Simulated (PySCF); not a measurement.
Molecule: SMILES ON=O, HNO2.

Bonds (- single, = double, # triple, : aromatic): O1=N2 1.178 Å, N2-O3 1.344 Å. O3 carries H4.

Spin–spin couplings on one PBE0-D3(BJ)/def2-SVP geometry, PySCF, gas phase, non-relativistic, equivalent pairs averaged; isotopes 17O, 15N, 1H; functional B3LYP.

Question: How do the couplings (Hz) change with the basis set? Times are CPU seconds on shared hosts with different chips, so compare them loosely. Far from the basis limit: 6-31G-J, pcJ-0, 6-31G*, def2-TZVP, cc-pVTZ.

Answer: 
```tsv
basis set	functions	1J(O1,N2)	1J(N2,O3)	1J(O3,H4)	2J(O1,O3)	2J(N2,H4)	3J(O1,H4)	core-s
6-31G-J	40	-68.2	-58.6	-30.2	-19.9	-2.9	4.1	2.6
pcJ-0	42	-84.3	-62.6	-9.0	-25.7	-4.7	7.6	1.7
6-31G*	44	-40.9	-39.7	-50.6	-11.5	-2.4	4.0	1.4
pcJ-1	91	-53.8	-46.4	-49.6	-17.7	-2.6	3.5	2.5
def2-TZVP	99	-55.7	-50.1	-43.3	-17.5	-1.9	2.7	3.2
cc-pVTZ	104	-46.9	-47.9	-33.8	-17.9	-2.0	2.0	3.3
aug-cc-pVTZ-J	158	-53.0	-48.3	-52.7	-15.6	-2.2	2.5	6.3
pcJ-2	177	-54.5	-48.4	-51.9	-16.5	-2.4	3.0	9.6
```

The Fermi-contact term samples the wavefunction at the nucleus, which is why sets with added tight s functions (names with J) are made for couplings.
